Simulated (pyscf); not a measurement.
PySCF, gas phase, ωB97X-D3(BJ)/def2-SVP geometries.

Q: `[O]=[Sn]=[O]` + `[CH3][OH]` -> `[CH3][O][Sn](=[O])[OH]`
Surface: singlet. Broken: H–O. Formed: O–Sn, H–O. Give ΔE‡ and ΔE from r²SCAN/def2-TZVP, relative to the separated reactants.

A: ΔE‡ = -54.9 kJ/mol, ΔE = -180.2 kJ/mol. ωB97M-D3(BJ)/def2-TZVP gives -48.0 kJ/mol and -192.3 kJ/mol. Zero-point energy shifts the barrier by -4.7 kJ/mol. It is an addition across a multiple bond or ene-type step, with an imaginary mode of 1155i cm⁻¹. On the reactant side the descent ends in an adduct with a O–Sn contact, 91.4 kJ/mol under the separated species and 36.0 kJ/mol under the saddle at ωB97X-D3(BJ)/def2-TZVP. At r²SCAN the saddle lies under the separated reactants, which points to a path from their complex (located at ωB97X-D3(BJ) alone). What is counted as formed (O–Sn) is already present as a longer contact in the reactant adduct; forming that adduct is a step of its own. This is the saddle that the search found; another between the same sides may lie lower. Elements past Kr carry the def2 core potentials, without spin-orbit coupling.
